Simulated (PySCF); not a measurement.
An unknown is described by computed data only.

Formula: C4H12NP.

- Triplet: lowest triplet excitation (Tamm–Dancoff): 5.49 eV [TDA wB97X-D/def2-SVPD]
- 1H NMR: chemical shifts (computed TMS as zero) by class: 2.91 (3 H), 1.13 (9 H) ppm [GIAO PBE0/pcSseg-1]
- XPS: P2p3/2 137.2, C1s 290.6 (×3), C1s 290.7, N1s 402.1, P1s 2151.1 eV [ΔSCF SCAN, pcX-2 on the ionised atom, pcseg-1 elsewhere, spin-free X2C, 2p3/2 from a spin–orbit splitting computed afterwards within the 2p shell]
- Dipole: 3.66 D [wB97X-D/def2-SVPD]
- Rotational structure: rotational constants A, B, C: 3.420, 2.108, 2.066 GHz [PBE0-D3(BJ)/def2-SVP]
- NMR, other nuclei: isotropic shieldings of nuclei other than C and H, by class: 213 (1 N), 346 (1 P) ppm [GIAO PBE0/pcSseg-1]
- 13C NMR: chemical shifts (computed TMS as zero) by class: 32.8 (1 C), 16.6 (3 C) ppm [GIAO PBE0/pcSseg-1]
- Polarisability: 83.8 au [wB97X-D/def2-SVPD]

Gas-phase values; electronic properties from PySCF, density fitting. Levels stand in brackets. Geometry: PBE0-D3(BJ)/def2-SVP; no solvent, vibrations or thermal averaging. NMR values are class means; diastereotopic atoms form classes of their own.

Question: Give a SMILES that accounts for the data.

Answer: Numbering: `[CH3:1][N:2]=[P:3]([CH3:4])([CH3:5])[CH3:6]`. 4 carbons fall into 2 classes; from least to most shielded: N-methyl carbon [C1] (32.8 ppm), sp3 carbon bound to phosphorus [C4/C5/C6] (16.6 ppm, 3 C, up to 4.2 ppm apart in this geometry). Hydrogen classes from least to most shielded: 3 H on an N-methyl carbon, C1 (2.91 ppm), 9 H on 3 like atoms (sp3 carbon bound to phosphorus), C4/C5/C6 (1.13 ppm, a mean of values up to 1.0 ppm apart in this geometry). The other shieldings belong to: 213 ppm, nitrogen bonded to C and P [N2]; 346 ppm, phosphorus bonded to 3 C and N [P3]. The core levels belong to: P2p3/2 137.2 eV, phosphorus bonded to 3 C and N [P3]; C1s 290.6 eV, sp3 carbon bound to phosphorus [C4/C5/C6]; C1s 290.7 eV, N-methyl carbon [C1]; N1s 402.1 eV, nitrogen bonded to C and P [N2]; P1s 2151.1 eV, phosphorus bonded to 3 C and N [P3]. One atom of each topological class was ionised and stands for its class. By its constants the optimised geometry is a nearly prolate symmetric top. Structure: `CN=P(C)(C)C`. Computed isomers that give other values at the same levels: `CN(C)P(C)C` (rotational constant A: 3.747 GHz; this holds for the one conformer computed). The assignments are read from this structure; whether some other isomer fits the data as well wasn't checked.
